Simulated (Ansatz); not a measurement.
I need the energy of protonation at one site of CH2OS, SMILES OC=S. Use Ansatz's Python interface. Level of theory (for the species named): r2SCAN, 6-31G* basis, multiplicity 1.

Contents of `ch2os.xyz`:
```text
5

O    -0.89920   -0.30650    0.12010
C     0.36120    0.01750    0.05600
S     1.30820   -0.62740    1.20720
H    -1.35450    0.17750   -0.62080
H     0.63420    0.66530   -0.80400
```

`ch2os.py`:
```python
"""Adding a proton to CH2OS."""

import ansatz as az
import numpy as np


def main() -> None:
    ch2os = az.Crystal.molecule_from_extxyz("ch2os.xyz")

    calc = ch2os.calculation().basis(gaussian="6-31G*").functional("r2SCAN")
    symbols = [site.symbol for site in ch2os.cartesian_sites]
    start = np.array([site.position_ang for site in ch2os.cartesian_sites], dtype=float)
    summary = calc.relax(force_tolerance=0.01).run(threads=1).report
    end = np.array(summary["positions_ang"])

    # put the proton on the side away from the neighbours, slightly off axis
    away = sum((end[0] - end[j]) / np.linalg.norm(end[0] - end[j]) for j in [1, 3]) + np.array([0.15, 0.1, -0.2])
    proton = end[0] + 1.0 * away / np.linalg.norm(away)
    acid = az.Crystal.molecule()
    for symbol, place in zip(symbols, end):
        acid = acid.atom(symbol, place.tolist())
    acid = acid.atom("H", proton.tolist())
    protonated = (
        acid.calculation()
        .basis(gaussian="6-31G*")
        .functional("r2SCAN")
        .charge(1)
        .relax(force_tolerance=0.01, max_steps=80)
    )
    after = protonated.run(threads=1).report
    xyz = np.array(after["positions_ang"])
    reach = np.linalg.norm(xyz[:-1] - xyz[-1], axis=1)
    print(f"base {summary['free_energy_ev']:.5f} eV, protonated {after['free_energy_ev']:.5f} eV")
    print(f"the proton ends {reach.min():.3f} A from {symbols[reach.argmin()]}{reach.argmin()}")
    print(f"electronic proton affinity {23.060548 * (summary['free_energy_ev'] - after['free_energy_ev']):.1f} kcal/mol")


if __name__ == "__main__":
    main()
```

```console
$ python ch2os.py
base -13948.31440 eV, protonated -13955.55453 eV
the proton ends 0.986 A from O0
electronic proton affinity 167.0 kcal/mol
```

Total energies depend on the basis set; only differences at equal settings carry meaning. The proton is put on one chosen atom, which needn't be the most basic site, so the molecule's proton affinity can be higher; the ends are stationary points, not checked by frequencies, and zero-point and thermal terms count only where printed. It ran for 52 s on 1 thread of Arm Neoverse V1, on a shared host, peak memory 0.2 GiB.
